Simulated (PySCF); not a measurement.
## P2 under electron impact: the energy ladder

PBE0 in PySCF with def2-TZVPPD on every atom, for the lowest determinant that a PBE0 search found; no spin–orbit coupling.

| species | state (unpaired electrons) | Re (Å) | ωe (cm⁻¹) | energy of the minimum from the neutral (eV) | De (eV) | dissociates to |
| --- | --- | --- | --- | --- | --- | --- |
| P2 | singlet (closed shell) | 1.881 | 834 | 0.00 | 4.85 | P + P |
| P₂⁺ | doublet (π ↑) | 1.966 | 728 | 10.35 | 5.02 | P⁺ + P |

Problem. Work out the lowest energy to break P2 into atoms, from its vibrational ground state.

Solution. D0 = De − ωe/2 = 4.85 − 0.05 = 4.80 eV (PBE0/def2-TZVPPD).

Problem. Work out the ionisation energy of the P atom at this level and the threshold of dissociative ionisation.

Solution. IE(P) = 10.35 + 5.02 − 4.85 = 10.52 eV, so P⁺ + P + e⁻ appears at D0 + IE(P) = 15.32 eV (PBE0/def2-TZVPPD). The measured IE(P) is 10.487 eV (NIST ASD).

These are thermodynamic thresholds; the onsets seen under electron impact lie higher where the geometry changes, and cross-sections peak well above them.

States were picked by a PBE0 search and need not be the measured ground states.
